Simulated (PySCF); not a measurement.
## BO and its ions

PBE0; B cc-pVDZ, O cc-pVDZ; no relativity (PySCF 2.14). Neutral (UKS): doublet (σ ↑), Re = 1.206 Å, ωe = 1919 cm⁻¹, De = 8.28 eV, HOMO -9.78 eV, LUMO -4.22 eV.

BO⁺ (UKS): singlet (closed shell), Re = 1.193 Å, ωe = 1944 cm⁻¹, De = 3.74 eV to B⁺ + O. The energies at the minima are -99.91318 hartree for BO and -99.42802 for BO⁺.

**Question.** Work out the adiabatic ionisation energy, without and with harmonic zero-point energies (1 hartree = 27.2114 eV, 1 eV = 8065.5 cm⁻¹), and the change of the bond length.

**Answer.** At PBE0: 0.48516 hartree = 13.202 eV between the minima; the zero-point term (1944.0 − 1919.0)/2 cm⁻¹ = +0.002 eV makes it 13.203 eV. Re changes by -1.3 pm against the neutral. The electron leaves a σ orbital, and the shorter bond of the ion fits an antibonding orbital, or a change in how ionic the bond is.

For an ion De counts to the pair picked by the measured ionisation energies or electron affinities, which need not be the lowest pair at this level. States were picked by a PBE0 search and need not be the measured ground states.
